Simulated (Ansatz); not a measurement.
# Worked example: a bond strength in H2O2 (SMILES OO)

H2O2: 4 atoms, total charge 0, spin state singlet. SMILES: `OO`. Geometry: optimised at PBE0/def2-SVP.

```xyz
4

O    -0.4773   -0.5794    0.0187
O     0.0606    0.7193    0.2069
H     0.1776   -1.1201    0.4813
H     0.2391    0.9803   -0.7070
```

Wanted: the dissociation energy of the O2–O1 bond into doublet OH and doublet OH (shapes relaxed at PBE0/def2-SVP, no zero-point term). 1 Eh = 2625.50 kJ/mol = 27.2114 eV. Totals in Eh; open shells run unrestricted unless said.

```
                                 level  program         H2O2  doublet OH  doublet OH 
                       BLYP/def2-TZVPP   Ansatz  -151.601928  -75.756405   -75.756405
                    wB97M-V/def2-TZVPP   Ansatz  -151.570960  -75.741828   -75.741828
MP2/def2-TZVPP, 2 core orbitals frozen   Ansatz  -151.338434  -75.622358   -75.622358
```

Work out the dissociation energy at each level.


1. BLYP/def2-TZVPP: (-75.756405) + (-75.756405) − (-151.601928) = 0.089118 Eh = 234.0 kJ/mol = 2.43 eV.
2. wB97M-V/def2-TZVPP: (-75.741828) + (-75.741828) − (-151.570960) = 0.087304 Eh = 229.2 kJ/mol = 2.38 eV.
3. MP2/def2-TZVPP: (-75.622358) + (-75.622358) − (-151.338434) = 0.093718 Eh = 246.1 kJ/mol = 2.55 eV.

The levels span 229 to 246 kJ/mol; no measured value is set beside them. A bond enthalpy at 298 K also holds the loss of zero-point energy and thermal terms.
